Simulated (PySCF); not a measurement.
**C₃HF₂+: electronic excitations and core binding energies**

Wanted: the electronic excitations and core binding energies of C₃HF₂+ (`Fc1c[c+]1F`), by calculation.

Programs: PySCF 2.14.0, with density-fitted response routines of our own. Each step states its level of theory. These are calculated values for one molecule in the gas phase, unless marked as measured. Atoms count from 0, in the outputs and in this text.

## (1) The molecule as given

6 atoms, charge 1, multiplicity 1; geometry from: GFN2-xTB.

Bonds of the start (Å): F0–C1 1.25, C1–C2 1.39, C2–C3 1.39, C3–F4 1.25, C3–C1 1.39, C2–H5 1.08.

## (2) TDDFT and polarisability: B3LYP/def2-SVPD

Job settings and geometry (Å):

```
{"job": {"kind": "uv", "xc": "B3LYP", "basis": "def2-SVPD", "nstates": 8, "ntriplets": 3}, "charge": 1, "multiplicity": 1}
F      1.782764    -0.860525     0.511219
C      0.694323    -0.322675     0.199111
C     -0.052370     0.825031    -0.032560
C     -0.645125    -0.423517    -0.167599
F     -1.654714    -1.118698    -0.430097
H     -0.121755     1.902375    -0.075351
```

Level: TDDFT B3LYP/def2-SVPD, vertical, gas phase, core orbitals frozen in the response.

**Question.** This job is followed by: delta-SCF UKS SCAN, pcX-2 on the ionised atom, pcseg-1 elsewhere, spin-free X2C. Predict these results of the whole session: lowest singlet (B3LYP/def2-SVPD); brightest single state of those computed; lowest triplet; C1s binding energies, SCAN/pcX-2; F1s binding energies, SCAN/pcX-2.

**Answer**, as computed:

| quantity | value |
| --- | --- |
| lowest singlet (B3LYP/def2-SVPD) | 7.05 eV (176 nm), f = 0.000 |
| brightest single state of those computed | state 5, 8.98 eV, f = 0.148 |
| lowest triplet | 6.14 eV |
| C1s binding energies, SCAN/pcX-2 | C1 303.10, C2 300.65 eV |
| F1s binding energies, SCAN/pcX-2 | F0 701.89 eV |

In words: The lowest singlet, at 7.05 eV, is HOMO→LUMO 0.98 and is dark; of the 8 states computed, the strongest absorption comes from state 5 at 8.98 eV. The lowest triplet lies 0.91 eV below the lowest singlet (triplets in Tamm-Dancoff, singlets in full TDDFT). The C1s levels kept as sound span 2.46 eV, from C2 up to C1.
